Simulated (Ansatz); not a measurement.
Ba2WO5 (Pnma, No. 62; cell taken from a computed entry), treated with r²SCAN (Ansatz, an electronic-structure program, plane waves, PAW).

Numerical settings: plane-wave cutoff 560 eV, 6×6×4 k mesh (along the axes of the cell as run), Fermi–Dirac smearing 0.01 eV, no spin polarisation, scalar-relativistic PAW data made under PBE.

Cell (relaxed with PBEsol):

Space group Pnma (No. 62); a = 7.361 Å, b = 5.691 Å, c = 11.437 Å, α = β = γ = 90.00°

```csv
atom,site,symmetry,x,y,z
Ba,4c,.m.,0.1778,0.7500,0.4158
Ba,4c,.m.,0.0231,0.2500,0.2140
W,4c,.m.,0.1791,0.7500,0.0656
O,8d,1,0.1739,0.0079,0.6142
O,4c,.m.,0.2250,0.2500,0.4075
O,4a,-1,0.0000,0.0000,0.0000
O,4c,.m.,0.0265,0.7500,0.1961
```

### Question
Give the computed band gap, smallest direct gap on the k points sampled and direct gap at Γ.

### Answer

* **band gap**: 3.24 eV
* **smallest direct gap on the k points sampled**: 3.34 eV
* **direct gap at Γ**: 3.44 eV

Note: cell and atoms aren't relaxed at this level (largest force component 0.23 eV/Å, pressure 2.1 GPa).

Spin–orbit coupling is not included.
